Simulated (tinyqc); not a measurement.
Inside a calculation. Method: UHF in the sto-6g basis, for H2O, spin multiplicity 3. This run ends on a higher stationary point, not on the lowest solution. One step of it, computed by the program tinyqc.

Task: Iteration 2: building the Fock matrix. J_ij = sum D_kl (ij|kl) with D = D(alpha) + D(beta), K_ij = sum D_kl (ik|jl) for each spin; F = H + J - K(s); E = tr D H + tr D J / 2 - 0.5 sum_s tr D(s) K(s) + E_nn.

D(alpha) after iteration 1:
```
            1O 1s      1O 2s    1O 2px     1O 2py     1O 2pz      2H 1s      3H 1s
1O 1s    1.064243  -0.305668  0.000000   0.000000  -0.035934   0.071001   0.071001
1O 2s   -0.305668   1.541005  0.000000   0.000000   0.283235  -0.559636  -0.559636
1O 2px   0.000000   0.000000  1.000000   0.000000   0.000000   0.000000   0.000000
1O 2py   0.000000   0.000000  0.000000   1.073254   0.000000  -0.079993   0.079993
1O 2pz  -0.035934   0.283235  0.000000   0.000000   1.165556  -0.327117  -0.327117
2H 1s    0.071001  -0.559636  0.000000  -0.079993  -0.327117   0.652304   0.640380
3H 1s    0.071001  -0.559636  0.000000   0.079993  -0.327117   0.640380   0.652304
```

D(beta) after iteration 1:
```
            1O 1s      1O 2s    1O 2px    1O 2py     1O 2pz      2H 1s      3H 1s
1O 1s    1.058953  -0.258928  0.000000  0.000000  -0.008005   0.012620   0.012620
1O 2s   -0.258928   1.128007  0.000000  0.000000   0.036453  -0.043778  -0.043778
1O 2px   0.000000   0.000000  1.000000  0.000000   0.000000   0.000000   0.000000
1O 2py   0.000000   0.000000  0.000000  0.000000   0.000000   0.000000   0.000000
1O 2pz  -0.008005   0.036453  0.000000  0.000000   1.018094  -0.018873  -0.018873
2H 1s    0.012620  -0.043778  0.000000  0.000000  -0.018873   0.002005   0.002005
3H 1s    0.012620  -0.043778  0.000000  0.000000  -0.018873   0.002005   0.002005
```

core Hamiltonian H = T + V (hartree):
```
             1O 1s      1O 2s     1O 2px     1O 2py     1O 2pz      2H 1s      3H 1s
1O 1s   -32.942405  -7.281059   0.000000   0.000000  -0.019298  -1.431992  -1.431992
1O 2s    -7.281059  -9.161169   0.000000   0.000000  -0.220569  -3.211564  -3.211564
1O 2px    0.000000   0.000000  -7.403996   0.000000   0.000000   0.000000   0.000000
1O 2py    0.000000   0.000000   0.000000  -7.507486   0.000000  -1.627660   1.627660
1O 2pz   -0.019298  -0.220569   0.000000   0.000000  -7.504726  -1.680054  -1.680054
2H 1s    -1.431992  -3.211564   0.000000  -1.627660  -1.680054  -4.766372  -1.538488
3H 1s    -1.431992  -3.211564   0.000000   1.627660  -1.680054  -1.538488  -4.766372
```

Two-electron integrals (ij|kl) in chemists' order, unique and non-zero (hartree):
```
(11|11) 4.787491    (21|11) 0.675884    (21|21) 0.121505    (22|11) 1.117379
(22|21) 0.249212    (22|22) 0.817383    (31|31) 0.025762    (32|31) 0.039145
(32|32) 0.180664    (33|11) 1.117381    (33|21) 0.249212    (33|22) 0.817382
(33|33) 0.880663    (41|41) 0.025762    (42|41) 0.039145    (42|42) 0.180664
(43|43) 0.047461    (44|11) 1.117381    (44|21) 0.249212    (44|22) 0.817382
(44|33) 0.785741    (44|44) 0.880663    (51|51) 0.025762    (52|51) 0.039145
(52|52) 0.180664    (53|53) 0.047461    (54|54) 0.047461    (55|11) 1.117381
(55|21) 0.249212    (55|22) 0.817382    (55|33) 0.785741    (55|44) 0.785741
(55|55) 0.880663    (61|11) 0.140701    (61|21) 0.024246    (61|22) 0.048651
(61|33) 0.048547    (61|41) 0.000845    (61|42) 0.001652    (61|44) 0.048705
(61|51) 0.000834    (61|52) 0.001629    (61|54) 0.000157    (61|55) 0.048701
(61|61) 0.004932    (62|11) 0.345397    (62|21) 0.078129    (62|22) 0.284149
(62|33) 0.279405    (62|41) 0.004457    (62|42) 0.033041    (62|44) 0.286616
(62|51) 0.004397    (62|52) 0.032597    (62|54) 0.007115    (62|55) 0.286424
(62|61) 0.015678    (62|62) 0.123442    (63|31) 0.008635    (63|32) 0.048760
(63|43) 0.006799    (63|53) 0.006708    (63|63) 0.017353    (64|11) 0.178679
(64|21) 0.040987    (64|22) 0.158989    (64|33) 0.151852    (64|41) 0.010677
(64|42) 0.066169    (64|44) 0.169410    (64|51) 0.002014    (64|52) 0.017175
(64|54) 0.010614    (64|55) 0.155706    (64|61) 0.008596    (64|62) 0.083975
(64|64) 0.073848    (65|11) 0.176280    (65|21) 0.040437    (65|22) 0.156855
(65|33) 0.149813    (65|41) 0.002014    (65|42) 0.017175    (65|44) 0.153720
(65|51) 0.010622    (65|52) 0.065705    (65|54) 0.010653    (65|55) 0.167031
(65|61) 0.008481    (65|62) 0.082848    (65|64) 0.055737    (65|65) 0.072342
(66|11) 0.492214    (66|21) 0.113413    (66|22) 0.472092    (66|33) 0.453347
(66|41) 0.008310    (66|42) 0.084477    (66|44) 0.481843    (66|51) 0.008199
(66|52) 0.083343    (66|54) 0.028114    (66|55) 0.481083    (66|61) 0.022988
(66|62) 0.261180    (66|64) 0.202786    (66|65) 0.200064    (66|66) 0.774999
(71|11) 0.140701    (71|21) 0.024246    (71|22) 0.048651    (71|33) 0.048547
(71|41) -0.000845   (71|42) -0.001652   (71|44) 0.048705    (71|51) 0.000834
(71|52) 0.001629    (71|54) -0.000157   (71|55) 0.048701    (71|61) 0.004871
(71|62) 0.015242    (71|64) 0.007610    (71|65) 0.008246    (71|66) 0.022114
(71|71) 0.004932    (72|11) 0.345397    (72|21) 0.078129    (72|22) 0.284149
(72|33) 0.279405    (72|41) -0.004457   (72|42) -0.033041   (72|44) 0.286616
(72|51) 0.004397    (72|52) 0.032597    (72|54) -0.007115   (72|55) 0.286424
(72|61) 0.015242    (72|62) 0.102750    (72|64) 0.047897    (72|65) 0.067266
(72|66) 0.181133    (72|71) 0.015678    (72|72) 0.123442    (73|31) 0.008635
(73|32) 0.048760    (73|43) -0.006799   (73|53) 0.006708    (73|63) 0.014077
(73|73) 0.017353    (74|11) -0.178679   (74|21) -0.040987   (74|22) -0.158989
(74|33) -0.151852   (74|41) 0.010677    (74|42) 0.066169    (74|44) -0.169410
(74|51) -0.002014   (74|52) -0.017175   (74|54) 0.010614    (74|55) -0.155706
(74|61) -0.007610   (74|62) -0.047897   (74|64) -0.008660   (74|65) -0.030645
(74|66) -0.074321   (74|71) -0.008596   (74|72) -0.083975   (74|74) 0.073848
(75|11) 0.176280    (75|21) 0.040437    (75|22) 0.156855    (75|33) 0.149813
(75|41) -0.002014   (75|42) -0.017175   (75|44) 0.153720    (75|51) 0.010622
(75|52) 0.065705    (75|54) -0.010653   (75|55) 0.167031    (75|61) 0.008246
(75|62) 0.067266    (75|64) 0.030645    (75|65) 0.057412    (75|66) 0.130228
(75|71) 0.008481    (75|72) 0.082848    (75|74) -0.055737   (75|75) 0.072342
(76|11) 0.150676    (76|21) 0.034496    (76|22) 0.137421    (76|33) 0.133824
(76|44) 0.135927    (76|51) 0.002949    (76|52) 0.026543    (76|55) 0.142512
(76|61) 0.006877    (76|62) 0.061547    (76|64) 0.035999    (76|65) 0.046434
(76|66) 0.139955    (76|71) 0.006877    (76|72) 0.061547    (76|74) -0.035999
(76|75) 0.046434    (76|76) 0.038583    (77|11) 0.492214    (77|21) 0.113413
(77|22) 0.472092    (77|33) 0.453347    (77|41) -0.008310   (77|42) -0.084477
(77|44) 0.481843    (77|51) 0.008199    (77|52) 0.083343    (77|54) -0.028114
(77|55) 0.481083    (77|61) 0.022114    (77|62) 0.181133    (77|64) 0.074321
(77|65) 0.130228    (77|66) 0.347893    (77|71) 0.022988    (77|72) 0.261180
(77|74) -0.202786   (77|75) 0.200064    (77|76) 0.139955    (77|77) 0.774999
```

nuclear repulsion = 8.44544986 hartree

Give: Coulomb J; exchange K(alpha); exchange K(beta); F(alpha); F(beta); total energy of this density.

Result:

Coulomb J (hartree):
```
          1O 1s   1O 2s  1O 2px   1O 2py  1O 2pz   2H 1s    3H 1s
1O 1s   18.0078  3.2163  0.0000   0.0000  0.0116  0.6464   0.6464
1O 2s    3.2163  8.4263  0.0000   0.0000  0.0807  2.8916   2.8916
1O 2px   0.0000  0.0000  8.4441   0.0000  0.0000  0.0000   0.0000
1O 2py   0.0000  0.0000  0.0000   8.3678  0.0000  1.5919  -1.5919
1O 2pz   0.0116  0.0807  0.0000   0.0000  8.4671  1.6115   1.6115
2H 1s    0.6464  2.8916  0.0000   1.5919  1.6115  4.8193   1.3999
3H 1s    0.6464  2.8916  0.0000  -1.5919  1.6115  1.3999   4.8193
```

exchange K(alpha) (hartree):
```
         1O 1s   1O 2s  1O 2px   1O 2py  1O 2pz   2H 1s    3H 1s
1O 1s   4.9495  0.7971  0.0000   0.0000  0.0011  0.1704   0.1704
1O 2s   0.7971  1.4472  0.0000   0.0000  0.0266  0.4897   0.4897
1O 2px  0.0000  0.0000  1.1918   0.0000  0.0000  0.0000   0.0000
1O 2py  0.0000  0.0000  0.0000   1.2019  0.0000  0.2236  -0.2236
1O 2pz  0.0011  0.0266  0.0000   0.0000  1.2086  0.2394   0.2394
2H 1s   0.1704  0.4897  0.0000   0.2236  0.2394  0.5782   0.3165
3H 1s   0.1704  0.4897  0.0000  -0.2236  0.2394  0.3165   0.5782
```

exchange K(beta) (hartree):
```
         1O 1s   1O 2s  1O 2px   1O 2py  1O 2pz   2H 1s    3H 1s
1O 1s   4.9116  0.7532  0.0000   0.0000  0.0000  0.1611   0.1611
1O 2s   0.7532  1.2389  0.0000   0.0000  0.0059  0.3975   0.3975
1O 2px  0.0000  0.0000  1.1313   0.0000  0.0000  0.0000   0.0000
1O 2py  0.0000  0.0000  0.0000   0.2950  0.0000  0.0492  -0.0492
1O 2pz  0.0000  0.0059  0.0000   0.0000  1.1318  0.2008   0.2008
2H 1s   0.1611  0.3975  0.0000   0.0492  0.2008  0.1986   0.1646
3H 1s   0.1611  0.3975  0.0000  -0.0492  0.2008  0.1646   0.1986
```

F(alpha) (hartree):
```
           1O 1s    1O 2s   1O 2px   1O 2py   1O 2pz    2H 1s    3H 1s
1O 1s   -19.8841  -4.8619   0.0000   0.0000  -0.0088  -0.9560  -0.9560
1O 2s    -4.8619  -2.1820   0.0000   0.0000  -0.1665  -0.8097  -0.8097
1O 2px    0.0000   0.0000  -0.1517   0.0000   0.0000   0.0000   0.0000
1O 2py    0.0000   0.0000   0.0000  -0.3416   0.0000  -0.2593   0.2593
1O 2pz   -0.0088  -0.1665   0.0000   0.0000  -0.2463  -0.3079  -0.3079
2H 1s    -0.9560  -0.8097   0.0000  -0.2593  -0.3079  -0.5252  -0.4552
3H 1s    -0.9560  -0.8097   0.0000   0.2593  -0.3079  -0.4552  -0.5252
```

F(beta) (hartree):
```
           1O 1s    1O 2s   1O 2px   1O 2py   1O 2pz    2H 1s    3H 1s
1O 1s   -19.8462  -4.8180   0.0000   0.0000  -0.0077  -0.9467  -0.9467
1O 2s    -4.8180  -1.9737   0.0000   0.0000  -0.1458  -0.7175  -0.7175
1O 2px    0.0000   0.0000  -0.0912   0.0000   0.0000   0.0000   0.0000
1O 2py    0.0000   0.0000   0.0000   0.5653   0.0000  -0.0849   0.0849
1O 2pz   -0.0077  -0.1458   0.0000   0.0000  -0.1694  -0.2694  -0.2694
2H 1s    -0.9467  -0.7175   0.0000  -0.0849  -0.2694  -0.1457  -0.3032
3H 1s    -0.9467  -0.7175   0.0000   0.0849  -0.2694  -0.3032  -0.1457
```

total energy of this density = -74.693598 hartree
